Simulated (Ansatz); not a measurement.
We consider fcc Ca, described by PBE-D3(BJ) (Ansatz, a first-principles code, PAW).

Numerical settings: plane-wave cutoff 520 eV, 18×18×18 k mesh, Fermi–Dirac smearing 0.05 eV, scalar-relativistic PAW data made under PBE.

Energies at three volumes about the minimum:

```json
[
 {"V (Å³/atom)": "39.410", "E − E_lowest (meV/atom)": "0.79"},
 {"V (Å³/atom)": "40.214", "E − E_lowest (meV/atom)": "0.00"},
 {"V (Å³/atom)": "41.018", "E − E_lowest (meV/atom)": "1.04"}
]
```

Task: Fit a parabola by hand: where is the minimum, what lattice constant follows, and what is the bulk modulus?

Result: Slopes: (0.00 − 0.79)/(40.214 − 39.410) = -0.983 and (1.04 − 0.00)/(41.018 − 40.214) = 1.294 meV/Å³. Curvature E″ = 2 × (1.294 − (-0.983))/(41.018 − 39.410) = 2.832 meV/Å⁶. From the middle of the first interval, the slope vanishes at V0 = 39.8120 − (-0.983)/2.832 = 40.159 Å³/atom. B = V0 E″ = 40.159 × 2.832 meV/Å³ × 0.1602 GPa per meV/Å³ = 18.2 GPa. With 4 atoms in the cube, a = (4 × 40.159)^(1/3) = 5.436 Å. The full Birch–Murnaghan fit to all volumes gives V0 = 40.147 Å³/atom and B0 = 18.3 GPa.

Measured, for comparison: bulk modulus 18.6 GPa (corrected for temperature and zero-point phonon effects, sources range from 15.9 to 18.7; as tabulated in Levämäki et al. (2014), arXiv:1402.3671); lattice constant a 5.553 Å (low-temperature or extrapolated to 0 K; zero-point anharmonic expansion removed; as tabulated in Csonka et al. (2009), arXiv:0903.4037). Computed less measured: bulk modulus -1.6 % (inside the range of the sources held).
